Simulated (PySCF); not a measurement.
**Spin–spin coupling constants**

Geometry:
```json
{"atom": "C1", "x (Å)": "2.149", "y (Å)": "0.035", "z (Å)": "-0.326"}
{"atom": "C2", "x (Å)": "0.807", "y (Å)": "-0.390", "z (Å)": "0.222"}
{"atom": "O3", "x (Å)": "0.689", "y (Å)": "-1.203", "z (Å)": "1.108"}
{"atom": "C4", "x (Å)": "-0.355", "y (Å)": "0.274", "z (Å)": "-0.418"}
{"atom": "C5", "x (Å)": "-1.563", "y (Å)": "0.560", "z (Å)": "0.447"}
{"atom": "C6", "x (Å)": "-1.630", "y (Å)": "-0.527", "z (Å)": "-0.560"}
{"atom": "H7", "x (Å)": "2.193", "y (Å)": "-0.183", "z (Å)": "-1.391"}
{"atom": "H8", "x (Å)": "2.949", "y (Å)": "-0.490", "z (Å)": "0.188"}
{"atom": "H9", "x (Å)": "2.273", "y (Å)": "1.108", "z (Å)": "-0.194"}
{"atom": "H10", "x (Å)": "-0.115", "y (Å)": "0.983", "z (Å)": "-1.199"}
{"atom": "H11", "x (Å)": "-1.484", "y (Å)": "0.279", "z (Å)": "1.487"}
{"atom": "H12", "x (Å)": "-2.101", "y (Å)": "1.478", "z (Å)": "0.268"}
{"atom": "H13", "x (Å)": "-1.597", "y (Å)": "-1.546", "z (Å)": "-0.204"}
{"atom": "H14", "x (Å)": "-2.215", "y (Å)": "-0.381", "z (Å)": "-1.455"}
```

Couplings: B3LYP/pcJ-1 (without the spin–dipole term) in PySCF, geometry GFN2-xTB; gas phase, one conformer, non-relativistic. Couplings are averaged over pairs made equivalent by symmetry, fast rotation or ring inversion, so a value needn't be that of the named pair in this geometry, while other rotamers aren't included; one pair stands for each set, and the list holds a selection of those of at least 1.5 Hz over up to four bonds, among pairs with at least one C or H atom (others weren't computed).

Isotopes: ¹³C, ¹H, ¹⁷O. Couplings to quadrupolar nuclei such as 17O and 33S are rarely resolved in practice.

| pair | bonds | J (Hz) |
| --- | --- | --- |
| C1, C2 | 1 | 42.7 |
| C1, H7 | 1 | 133.2 |
| C2, O3 | 1 | ? |
| C2, C4 | 1 | 54.6 |
| C4, C5 | 1 | ? |
| C4, H10 | 1 | 169.3 |
| C5, C6 | 1 | 17.4 |
| C5, H11 | 1 | 173.6 |
| C5, H12 | 1 | 168.2 |
| C1, O3 | 2 | -2.2 |
| C1, C4 | 2 | 22.0 |
| C2, C5 | 2 | ? |
| C2, H10 | 2 | ? |
| C4, H11 | 2 | -2.0 |
| C5, H13 | 2 | -1.7 |
| C5, H14 | 2 | -2.0 |
| H7, H8 | 2 | -15.0 |
| H11, H12 | 2 | -5.0 |
| C2, H11 | 3 | 4.8 |
| C2, H12 | 3 | ? |
| O3, H7 | 3 | -1.8 |
| C4, H7 | 3 | 2.8 |
| H10, H11 | 3 | ? |
| H10, H12 | 3 | ? |
| H11, H13 | 3 | ? |
| H12, H14 | 3 | 10.1 |

Estimate the withheld couplings, with signs.

Answers


- ¹J(C2,O3) = 32.5 Hz (bond length 1.208 Å)
- ¹J(C4,C5) = 12.4 Hz (bond length 1.513 Å)
- ²J(C2,C5) = -1.7 Hz (angle at C4 118°)
- ²J(C2,H10) = 3.4 Hz (angle at C4 116°)
- ³J(C2,H12) = 2.6 Hz (dihedral angle 143°)
- ³J(H10,H11) = 4.9 Hz (dihedral angle 144°)
- ³J(H10,H12) = 8.6 Hz (dihedral angle 3°)
- ³J(H11,H13) = 10.9 Hz (dihedral angle 0°)
